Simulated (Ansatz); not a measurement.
The input, for Ansatz 0.2.0:

```yaml
crystal:
  periodic: [false, false, false]
  atoms:
    - {symbol: Mo, position_ang: [0.000000, 0.000000, 0.000000]}
    - {symbol: C, position_ang: [0.000000, 0.000000, 5.708000]}
basis:
  gaussian: {orbitals: def2-SVP}
magnetization: {spin_polarized: true, initial_magnetization: 2}
hamiltonian: {xc: {name: PBE}}
correlation: {method: rpa, electrons: outside_noble_gas}
```

```sh
$ ansatz run in.yaml --threads 1 --pin off --events-out ev --progress --plain --max-ram 2393MiB
```

Output:

```
471 factors; integrals over basis functions are off by at most 3.9e-4 eV
mean field evaluation 1: about -2805.7871 eV, gradient 6.1e1 eV
mean field evaluation 2: about -2805.7866 eV, gradient 6.1e1 eV
mean field evaluation 4: about -2717.8143 eV, gradient 8.9e1 eV
mean field evaluation 8: about -2835.6165 eV, gradient 3.2e1 eV
mean field evaluation 16: about -2877.1429 eV, gradient 4.2e0 eV
mean field evaluation 32: about -2877.8746 eV, gradient 8.6e-3 eV
mean field evaluation 64: about -2877.8808 eV, gradient 3.2e-4 eV
mean field evaluation 96: about -2868.6569 eV, gradient 9.8e0 eV
mean field evaluation 128: about -2879.2614 eV, gradient 2.6e-3 eV
mean field evaluation 160: about -2879.2420 eV, gradient 1.3e-6 eV
...
mean field evaluation 672: about -2878.0509 eV, gradient 5.1e-2 eV
mean field evaluation 704: about -2876.8434 eV, gradient 8.7e0 eV
mean field evaluation 736: about -2879.2607 eV, gradient 5.5e-3 eV
mean field evaluation 768: about -2879.2532 eV, gradient 2.1e-1 eV
mean field evaluation 800: about -2878.2965 eV, gradient 1.9e0 eV
mean field evaluation 832: about -2878.9591 eV, gradient 4.6e0 eV
mean field evaluation 864: about -2879.2593 eV, gradient 5.3e-2 eV
mean field evaluation 896: about -2879.1945 eV, gradient 6.6e-1 eV
mean field evaluation 928: about -2842.9004 eV, gradient 3.9e1 eV
mean field evaluation 960: about -2853.0272 eV, gradient 9.6e0 eV
mean field -2879.26135861 eV, -105.8109032954 hartree, gradient 2.1e-6 eV, S^2 4.976362; 32 other end points of the search recorded, 0 dependent functions left out
5 core orbitals not correlated: weight in the atoms' cores, before any rotation towards them, 1.000 or more for the frozen orbitals, at most 0.000 for the correlated occupied ones
reference -2859.33526719 eV, -105.0786329420 hartree; 6, 4 occupied and 34, 36 virtual orbitals, 471 factors
Total energy: -2867.76147542 eV, -105.3882903831 hartree
```

Ran on 1 thread of Arm Neoverse V1, shared host: 2.4 min wall, 0.18 GiB peak host memory.
